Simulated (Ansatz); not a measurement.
## How far each method lies from full CI for HSiB, singlet

Geometry: a PBE0/def2-TZVP stationary point for this spin, not checked as a minimum. The triplet lies 0.7 eV lower here.

```xyz
3

Si    0.0000    0.0000    0.1742
B     0.0000    0.0000   -1.8643
H     0.0000    0.0000    1.6901
```

Basis cc-pVDZ; Ansatz 0.2.0. Correlated methods freeze the noble-gas cores, which leaves 8 electrons in 31 orbitals. Prefix R: restricted or restricted open-shell reference; prefix U: unrestricted. Active spaces: valence = (8e, 9o) chosen from the atoms' valence shells.

Full CI is exact within this basis and frozen core; it isn't the basis-set limit. The frozen core follows each run's orbitals, which can shift R against U totals by a few meV.

The determinant fills πx and πy unequally, so it is a mixture of Σ and Δ, which weighs on every level built on one determinant.

- UHF ⟨S²⟩: 1.212
- ⟨S²⟩ of the determinant under UCCSD: 1.016
- T1 diagnostic (RCCSD): 0.0366
- largest doubles amplitude (RCCSD): 0.138

| level | E − E(full CI) (kJ/mol) | share of correlation (%) | wall time |
| --- | --- | --- | --- |
| RHF | 552.9 | 0.00 | – |
| UHF† | 456.4 | – | 1.4 s |
| RMP2 | 160.9 | 70.90 | – |
| UMP2† | 105.1 | – | – |
| CISD | 96.4 | 82.57 | 0.71 s |
| RCCSD | 50.1 | 90.94 | – |
| UCCSD*† | -4.6 | – | – |
| RCCSD(T) | 21.1 | 96.19 | 0.88 s |
| UCCSD(T)*† | -32.1 | – | 8 s |
| BCCD(T) | 21.1 | 96.18 | 0.77 s |
| RCCSDT* | 10.2 | 98.16 | – |
| UCCSDT*† | -53.6 | – | – |
| CISDTQ | 13.8 | 97.50 | 8.5 s (H100) |
| RCCSDT(Q)* | 2.7 | 99.52 | 2.7 s |
| UCCSDT(Q)*† | -62.3 | – | 16 s |
| RCCSDTQ* | 0.7 | 99.87 | 12 s (H100) |
| UCCSDTQ*† | -62.3 | – | 31 s (H100) |

An asterisk marks runs whose energy the program itself flagged as in doubt. A dagger marks rows that describe another state than the reference (another or a broken symmetry, a higher spin or other natural occupations), so the difference holds a gap between states beside the method's error.

The correlation energy at full CI, counted from RHF, is -5.731 eV. That run took 38 s on 2 threads of AMD EPYC 7R13 with a shared H100 80 GB, shared host over 247,513,357 determinants.

Run but not shown, since their state, orbitals or frozen core can't be matched to the reference's or they repeat it: CASSCF (valence space), NEVPT2 (valence space), MRCISD (valence space), MRCISD+Q (valence space), MRCISD+Q(relaxed) (valence space).

Times hold each run's SCF and search for its determinant on a shared host, so for small cases they say little of a method's own cost; rows without a card ran on 1 thread of AMD EPYC 7R13. Some runs computed forces too.

Unrestricted levels hold only the spin's projection, and here they fall towards a lower state of higher spin.

The full-CI state has the irrep A1 of C2v, in the program's axes (one component, if the state is degenerate).

Natural occupations of full CI about the gap: 1.951 1.926 1.841 0.962 0.942 0.093 0.083 0.082 0.018 0.013; effectively unpaired electrons, Σ n²(2−n)², 2.19. No single determinant describes this state well, so single-reference rows can miss without a flag.
